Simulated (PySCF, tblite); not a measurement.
**C4H5NO: geometry, infrared bands, NMR shifts and spin-spin couplings**

Wanted: the infrared bands, NMR shifts and spin-spin couplings of C4H5NO (`[H]/N=C(/C=C)C=O`), by calculation.

The runs use tblite 0.8.0 and PySCF 2.14.0, with density-fitted response routines of our own; the level of theory stands in each step. All values are computed, except where a source is named. Atoms are numbered from 0 throughout.

### 1 The molecule as given

11 atoms, charge 0, multiplicity 1; geometry from: force field or distance geometry start.

Bonds of the start (Å): C0–C1 1.32, C1–C2 1.50, C2–N3 1.30, C2–C4 1.51, C4–O5 1.22, C0–H6 1.09, C0–H7 1.09, C1–H8 1.09, N3–H9 1.03, C4–H10 1.10.

### 2 Optimising the geometry with GFN2-xTB

Job settings and geometry (Å):

```
{"job": {"kind": "relax", "xc": "GFN2-xTB", "basis": "xTB"}, "charge": 0, "multiplicity": 1}
C     -1.846300     0.621200    -0.445600
C     -0.930400    -0.288700    -0.160400
C      0.493500     0.104600     0.085000
N      0.914100     1.336800     0.013000
C      1.458000    -1.007200     0.415600
O      2.630700    -0.746500     0.608300
H     -2.887000     0.343600    -0.619800
H     -1.601200     1.685200    -0.517200
H     -1.180700    -1.345400    -0.076100
H      1.925100     1.320200     0.228500
H      1.029600    -2.021100     0.442600
```

Started as:

```
> OMP_NUM_THREADS=1 python probes_run.py task.json out
```

One launch serves the whole session: the jobs run in the order shown.

**Question.** This job is followed by: GFN2-xTB harmonic vibrations, gas phase; GIAO PBE0/pcSseg-1 NMR shielding, non-relativistic, gas phase; B3LYP/pcJ-1 indirect spin-spin coupling, non-relativistic, gas phase. Predict these results of the whole session: strongest single infrared mode (GFN2-xTB); zero-point energy (GFN2-xTB); 13C shifts against TMS (PBE0/pcSseg-1); 1H shifts against TMS (PBE0/pcSseg-1); 15N shifts against NH3 (PBE0/pcSseg-1); 17O shifts against H2O (PBE0/pcSseg-1); largest coupling of the table (B3LYP/pcJ-1).

**Answer**, as computed:

| quantity | value |
| --- | --- |
| strongest single infrared mode (GFN2-xTB) | 1765 cm⁻¹, 166 km/mol |
| zero-point energy (GFN2-xTB) | 50.3 kcal/mol |
| 13C shifts against TMS (PBE0/pcSseg-1) | 191.0, 166.9, 136.9, 136.1 ppm |
| 1H shifts against TMS (PBE0/pcSseg-1) | 12.71, 9.35, 7.60, 6.96, 6.23 ppm |
| 15N shifts against NH3 (PBE0/pcSseg-1) | 361.6 ppm |
| 17O shifts against H2O (PBE0/pcSseg-1) | 707.6 ppm |
| largest coupling of the table (B3LYP/pcJ-1) | 1J(C,H) C4–H10, 178.7 Hz |

The optimisation took 23 steps and gained 0.127 eV; among the close pairs (by a distance rule), C1–C2 changed most, from 1.497 to 1.459 Å. No mode is imaginary among the 27: a minimum at this level. The strongest single mode, at 1765 cm⁻¹, moves mainly C4 and O5. GFN2-xTB is a fitted tight-binding method: band positions and strengths are rough. Its intensities can rank the bands wrongly. At PBE0/pcSseg-1: Shielding is most anisotropic at O5 (span 1438 ppm, paramagnetic term -768 ppm). Of the pairs tabulated at B3LYP/pcJ-1, C4–H10 couples most strongly (178.7 Hz; Fermi contact 178.9 Hz). Couplings across rotatable bonds belong to this one conformer; where others are populated, the observed values are averages.
